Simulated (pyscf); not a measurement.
This saddle point was located with ωB97X-D3(BJ)/def2-SVP in PySCF.

```xyz
7

O     -0.5440    -0.3486     0.1633
B     -0.1136     0.7296    -0.5071
Cl     1.3760     1.5277    -0.0279
Cl    -1.0458     1.3547    -1.8585
H     -0.2460    -1.2969     0.8673
F     -0.9208    -2.2791     0.8316
H     -1.2191    -1.3627     0.1310
```
Charge 0, spin multiplicity 1.

Surface: singlet, charge 0. Lowest wavenumbers (cm⁻¹): 2184i, 26, 86, 247, 399.

Problem. What reaction is this the transition state of?

Solution. `[OH][B]([Cl])[Cl]` + `[FH]` ⇌ `[OH][B]([Cl])[Cl]` + `[FH]`, a four-centre exchange read from left to right: H–O, F–H broken and H–O, F–H formed. At ωB97M-D3(BJ)/def2-TZVP it lies +1.70 eV from the left side and +1.70 eV from the right (each side as separated species at their lowest minima found). On the reactant side the descent ends in a complex, 0.19 eV under the separated species and 1.93 eV under the saddle at ωB97X-D3(BJ)/def2-TZVP. On the product side the descent ends in a complex (not fully relaxed), 0.19 eV under the separated species and 1.93 eV under the saddle at ωB97X-D3(BJ)/def2-TZVP. The same reactants have a lower exit, to H₂O + F–B(Cl)–Cl (barrier +0.70 eV at ωB97M-D3(BJ)/def2-TZVP, against +1.70 eV here). One saddle was located; it need not be the lowest between these sides.
